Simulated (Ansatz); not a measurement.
H₃Si–GeH, triplet: vertical spin and charge gaps

Geometry (PBE0/def2-TZVP stationary point for this spin, not checked as a minimum):

```yaml
atoms:
  - { symbol: Si, position_ang: [0.0000, -0.0421, 1.6567] }
  - { symbol: Ge, position_ang: [0.0000, 0.0347, -0.7080] }
  - { symbol: H, position_ang: [1.2108, -0.7342, 2.1756] }
  - { symbol: H, position_ang: [0.0000, 1.3682, 2.1200] }
  - { symbol: H, position_ang: [-1.2108, -0.7342, 2.1756] }
  - { symbol: H, position_ang: [0.0000, -1.2247, -1.6073] }
```

Basis cc-pVDZ; Ansatz 0.2.0. Only valence electrons are correlated (noble-gas cores and the filled d shells of p-block atoms frozen). Prefix R: restricted or restricted open-shell reference; prefix U: unrestricted. No spin–orbit coupling is included, and no scalar relativity.

Gaps are energies of the second state less the first, at fixed atoms, for a selection of the levels run; each method lands on the state that its own search finds for that charge and spin.

For open shells CISD is restricted-active-space CI with the open shells as a complete middle space.

Removing an electron, to the quartet: 10.688 eV at UCCSDT(Q).

| level | gap (eV) | error (meV) |
| --- | --- | --- |
| UHF | 10.152 | -536 |
| UMP2 | 10.691 | 3 |
| UCCSD | 10.683 | -5 |
| UCCSD(T) | 10.691 | 3 |
| UCCSDT | 10.687 | -1 |
| PBE | 10.690 | 2 |
| r2SCAN | 10.805 | 117 |
| PBE0 | 10.837 | 149 |
| B3LYP | 10.867 | 179 |
| B2PLYP | 10.783 | 95 |

Problem. PBE gives 7.571 eV for removing an electron, to the doublet. Estimate what UCCSDT(Q) gives in cc-pVDZ.

Solution. UCCSDT(Q) in cc-pVDZ gives 7.548 eV, so against it PBE is off by 0.023 eV, of which a good part can be the reference's own basis and frozen-core error.

| level | gap (eV) | error (meV) |
| --- | --- | --- |
| CISD | 7.503 | -45 |
| UCCSD | 7.539 | -9 |
| BCCD(T) | 7.542 | -6 |
| r2SCAN | 7.813 | 265 |
| PBE0 | 7.685 | 137 |
| B3LYP | 7.580 | 32 |
| wB97M-V | 7.557 | 9 |
| B2PLYP | 7.514 | -34 |
| RPA-PBE | 7.609 | 61 |

Quintet less triplet: 6.533 eV at UCCSDT(Q).

```json
{"level": "UMP2", "gap (eV)": "6.569", "error (meV)": "36"}
{"level": "CISD", "gap (eV)": "6.522", "error (meV)": "-11"}
{"level": "UCCSD", "gap (eV)": "6.557", "error (meV)": "24"}
{"level": "BCCD(T)", "gap (eV)": "6.550", "error (meV)": "17"}
{"level": "UCCSDT", "gap (eV)": "6.535", "error (meV)": "2"}
{"level": "r2SCAN", "gap (eV)": "6.310", "error (meV)": "-223"}
{"level": "PBE0", "gap (eV)": "6.356", "error (meV)": "-177"}
{"level": "wB97M-V", "gap (eV)": "6.652", "error (meV)": "119"}
{"level": "B2PLYP", "gap (eV)": "6.546", "error (meV)": "13"}
{"level": "RPA-PBE", "gap (eV)": "6.560", "error (meV)": "27"}
```

In so small a basis the reference is far from its limit while semilocal and hybrid functionals are nearer theirs (RPA and double hybrids share part of the reference's basis error), so the functionals' errors here hold much of the reference's basis and frozen-core error, which can add to them or hide them.

Full CI isn't at hand for all of this; UCCSDT(Q) serves as the reference, and is uncertain by the last step of the cluster series or more. The frozen core follows each run's orbitals, which can shift R against U totals by a few meV for light atoms and by up to 0.1 eV past Ca.
